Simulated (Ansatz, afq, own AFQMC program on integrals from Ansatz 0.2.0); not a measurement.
## NH$_{3}$F, doublet in cc-pVTZ, levels against AFQMC with the constraint released

```xyz
5

N    -1.1476   -0.0158   -0.0246
H    -1.4449    0.9520   -0.0246
H    -1.4449   -0.4181    0.8556
H     0.0944   -0.0158   -0.0246
F     0.9944   -0.0158   -0.0246
```

Connectivity, by distances: NH2 ··· F, 1 bridging H.

Basis cc-pVTZ. Only valence electrons are correlated. Integrals, coupled cluster, full CI and functionals: Ansatz 0.2.0; the random walks run on the same integrals in our own AFQMC program. ph-AFQMC/CISD is guided by a CISD state made of CCSD amplitudes; releasing the constraint for a short imaginary time cuts its bias at the price of noise, slowly where states lie close. Error bars are statistical, one sigma.

Determinant: UHF, the one that the program's search chose, which needn't be the lowest solution. The geometry is a point of a scan.

No full CI on the walks' own integrals is used here. The released AFQMC energy serves as the reference, which it does only where one determinant dominates, the energy is flat over the last release times and near the phaseless one (40 meV or 2 meV an electron, half that with transition metals). On small molecules, where full CI could be run and the noise was under 10 meV, such values lay within 10 meV of it in 19 cases of 20, a flattering rate, since the rule was set on those same cases; what remains of the bias isn't in the error bar.

Cautions: the released value is read at 0.99 1/Eh, later times being too noisy (meV from the phaseless value at times in 1/Eh: -16 ± 7 at 0.24, -23 ± 8 at 0.51, -20 ± 9 at 0.99, -20 ± 11 at 1.50).

- T1 diagnostic: 0.0161
- weight of the determinant in the CISD state: 0.893
- ⟨S²⟩ of the determinant: 0.760
- size of the correlated space: 15 electrons in 100 orbitals

Reference: AFQMC with the constraint released, correlation energy -13.570 ± 0.009 eV.

```
        level  E − E(reference) (meV)  share of correlation (%)
           HF           13569.8 ± 9.4                      0.00
          MP2             885.7 ± 9.4                     93.47
         CCSD             398.8 ± 9.4                     97.06
      CCSD(T)              32.7 ± 9.4                     99.76
ph-AFQMC/CISD             20.4 ± 10.6                     99.85
```

A walk keeps the symmetry of its determinant, which the program's search chose and which needn't be the lowest solution, so a lower state of the same spin and another symmetry isn't excluded. Released energies are given only where the last usable release times agree within the noise; a slower fall can still hide under it.
